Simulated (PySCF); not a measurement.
# How good is the calculation?

Atoms are numbered as in `[cH:1]1[cH:2][n:3][cH:4][n:5][cH:6]1`. Each H is labelled by its parent atom.

Published values to compare with: δ ¹³C C4 163.6; C2/C6 158.8; C1 122.4 ppm (CCSD(T)/cc-pVQZ; gas (isolated, no vibration); M. Maurer, PhD thesis, LMU Munich (Maurer, Ochsenfeld, JCTC 2015 SI; set of Flaig et al., JCTC 2014, 10, 572)). Coupling constants: ¹J(C4,H(C4)) 202.7 Hz, ¹J(C6,H(C6)) 182.8 Hz, ³J(C6,H(C2)) 5.3 Hz, ¹J(C1,H(C1)) 166.2 Hz.

- geometry: PBE0-D3(BJ)/def2-SVP
- σ from GIAO-HF/pcSseg-2
- J couplings at B3LYP/pcJ-1 (spin–dipole term only in couplings to heteroatoms)
- run in PySCF
- no solvent, one conformer, relativity neglected, one averaged value for each set of equivalent atoms

**Question.** How close does the calculation come?

**Answer.** 
Reference values: CCSD(T)/cc-pVQZ (gas (isolated, no vibration); M. Maurer, PhD thesis, LMU Munich (Maurer, Ochsenfeld, JCTC 2015 SI; set of Flaig et al., JCTC 2014, 10, 572)).
```csv
atoms,quantity,reference,computed
C4,δ ¹³C,163.6,172.8
C2/C6,δ ¹³C,158.8,172.5
C1,δ ¹³C,122.4,123.6
```

Computed shifts are σ(ref) − σ with the named reference compound (TMS for H and C) calculated as an isolated molecule at the same level.

Coupling constants in Hz (some tables give magnitudes without signs):
```tsv
coupling	reference	computed	source
¹J(C4,H(C4))	202.7	213.3	measured; liquid or solution; F. J. Weigert, PhD thesis, Caltech 1968 (Carbon-13 magnetic resonance spectroscopy)
¹J(C6,H(C6))	182.8	188.4	measured; liquid or solution; F. J. Weigert, PhD thesis, Caltech 1968 (Carbon-13 magnetic resonance spectroscopy)
³J(C6,H(C2))	5.3	5.7	measured; liquid or solution; F. J. Weigert, PhD thesis, Caltech 1968 (Carbon-13 magnetic resonance spectroscopy)
¹J(C1,H(C1))	166.2	174.6	measured; liquid or solution; F. J. Weigert, PhD thesis, Caltech 1968 (Carbon-13 magnetic resonance spectroscopy)
```

**Question.** How far are the unscaled ¹³C shifts from the references?

**Answer.** Mean signed difference +8.03 ppm, mean absolute 8.03 ppm over 3 comparisons; the largest is +13.7 ppm at C2/C6 (aromatic CH next to a ring nitrogen).

7 of the 29 published NMR values on file for this molecule are compared. The rest: values whose atom or origin is in doubt.
